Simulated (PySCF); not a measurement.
Gas-phase reaction: BH2 + C4H8 (isobutene) = B(CH3)3 + CH, at 500 K and a standard pressure of 1 bar. Level: PBE0/def2-QZVP†.

Method: PySCF energies plus ideal-gas RRHO corrections (1 bar). S°(298 K) at PBE0/def2-TZVP differs from the NASA 1993 table for BH2 (+14 J/mol/K); whether the harmonic model or the table's entry is off was not settled. † marks an energy on the PBE0/def2-TZVP geometry and frequencies. Open shells (unrestricted): BH2 (multiplicity 2), CH (multiplicity 2, electronic degeneracy 4); the rest are closed-shell singlets. Spin-orbit splitting is ignored; it lowers the true energy and changes the entropy of CH. Methyl groups turn as free rotors in B(CH3)3. The harmonic model lacks anharmonicity and excited electronic states, which grow with temperature; levels with a mode under 35 cm⁻¹ are left out. Internal rotation in C4H8 (isobutene) is treated as a harmonic vibration of one conformer, which makes the entropy rough. Warning, spin contamination: CH (PBE0/def2-QZVP†).

| species | E (Ha) | H(500 K) − E (kJ/mol) | S°(500 K) (J/mol/K) |
|---|---|---|---|
| BH2 | -25.89671 | 55.2 | 212.8 |
| C4H8 (isobutene) | -157.09206 | 321.4 | 344.6 |
| B(CH3)3 | -144.47536 | 336.3 | 376.2 |
| CH | -38.44096 | 31.6 | 197.9 |
E: electronic energy; H − E holds the zero-point and thermal terms. 1 Ha = 2625.5 kJ/mol.

Q: Work out ΔH°, ΔS°, ΔG° and log10 K from these numbers.

A: 1. ΔE = 1×(-144.47536) + 1×(-38.44096) − 1×(-25.89671) − 1×(-157.09206) = 0.07245 Ha = 190.2 kJ.
2. Δ(H − E) = 1×(336.3) + 1×(31.6) − 1×(55.2) − 1×(321.4) = -8.7 kJ, so ΔH° = 181.5 kJ.
3. ΔS° = 1×(376.2) + 1×(197.9) − 1×(212.8) − 1×(344.6) = 16.7 J/K; the number of gas molecules stays the same.
4. ΔG° = ΔH° − TΔS° = 181.5 − 500×(16.7)/1000 = 173.2 kJ.
5. log10 K = −ΔG°/(RT ln 10) = -18.10, with RT ln 10 = 9.57 kJ/mol; at standard pressures the reactants are favoured.
6. A shift of 10 kJ in ΔE would move log10 K by 1.04 here.
For scale, ΔH°(298 K) is 182 kJ at this level, 162 kJ at ωB97M-V/def2-TZVP†, and runs from 162 to 225 kJ over the 13 levels computed.
